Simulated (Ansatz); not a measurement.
Density of states of VSi2 (P6_422, a = 4.529 Å, b = 4.529 Å, c = 6.330 Å, α = 90.00°, β = 90.00°, γ = 120.00°), in states per eV and primitive cell, averaged over bins of 0.4 eV. Theory: DFT r2SCAN, scalar-relativistic, plane waves, PAW (Ansatz).

Plane waves to 500 eV, a k mesh through Γ of 12×12×6 on the computed 9-atom cell and Gaussian smearing (0.10 eV); collinear spin from starting moments 0.22 0.22 0.22 0 0 0 0 0 0 μB.

The cell is relaxed at this level. The states (both spins) are summed by tetrahedra on a 18×18×9 mesh at the self-consistent density. Energies are bin centres; the table starts no lower than −8 eV and ends at 6 eV, or lower where the solved bands end.

It is a metal at this level.

```csv
E − E_F (eV),total,V 3d down,V 3d up,Si 3p down,Si 3p up,Si 3s down,Si 3s up
-7.85,1.85,0.11,0.11,0.38,0.38,0.38,0.38
-7.45,2.65,0.16,0.16,0.52,0.52,0.57,0.56
-7.05,1.94,0.13,0.14,0.42,0.42,0.36,0.36
-6.65,1.73,0.12,0.12,0.48,0.49,0.21,0.21
-6.25,2.21,0.14,0.15,0.73,0.76,0.15,0.15
-5.85,3.09,0.21,0.23,1.07,1.06,0.18,0.18
-5.45,3.37,0.27,0.30,1.08,1.10,0.23,0.23
-5.05,2.52,0.23,0.23,0.82,0.78,0.17,0.16
-4.65,2.99,0.28,0.32,0.92,0.95,0.18,0.18
-4.25,2.73,0.28,0.29,0.86,0.82,0.17,0.16
-3.85,2.59,0.28,0.31,0.72,0.74,0.17,0.18
-3.45,3.29,0.43,0.50,0.80,0.84,0.24,0.26
-3.05,4.66,0.66,0.79,1.16,1.24,0.26,0.26
-2.65,6.13,1.08,1.27,1.43,1.56,0.23,0.22
-2.25,7.57,1.49,1.93,1.66,1.77,0.17,0.16
-1.85,10.20,2.90,3.10,1.83,1.63,0.15,0.14
-1.45,5.66,1.96,1.73,0.88,0.67,0.10,0.10
-1.05,4.17,1.41,1.50,0.50,0.42,0.08,0.07
-0.65,3.05,1.19,1.11,0.30,0.22,0.05,0.04
-0.25,3.24,0.96,1.64,0.18,0.24,0.03,0.03
0.15,4.51,2.02,1.72,0.30,0.18,0.04,0.03
0.55,2.81,1.32,1.10,0.12,0.08,0.03,0.02
0.95,0.74,0.63,0.01,0.04,0.00,0.01,0.00
1.35,3.42,0.77,1.94,0.13,0.31,0.03,0.12
1.75,7.63,2.86,2.92,0.55,0.64,0.20,0.21
2.15,7.65,2.59,2.59,0.71,0.70,0.28,0.39
2.55,8.02,2.64,2.22,0.74,0.78,0.47,0.49
2.95,4.99,1.50,1.03,0.57,0.52,0.36,0.25
3.35,6.74,1.32,1.43,0.74,0.89,0.44,0.62
3.75,6.87,1.36,1.05,1.00,0.97,0.65,0.56
4.15,5.76,0.90,0.81,0.98,1.02,0.47,0.48
4.55,4.96,0.70,0.55,0.97,0.92,0.37,0.30
4.95,5.42,0.62,0.54,1.11,1.14,0.30,0.30
5.35,3.82,0.41,0.37,0.78,0.81,0.19,0.20
5.75,4.06,0.39,0.33,0.87,0.84,0.21,0.19
```

The columns after the total are the main Löwdin projections on the occupied valence shells of the potentials; 4 others are left out. The rest of the total lies in those, in shells that are empty in the free atom, which aren't projected, and between the atoms.

The state reached may not be the lowest one.

Only this magnetic start was tried.

Cost: 1 run of about 16 core-minutes, on Oxide Virtual Turin-like Processor (Zen 5) (shared hosts).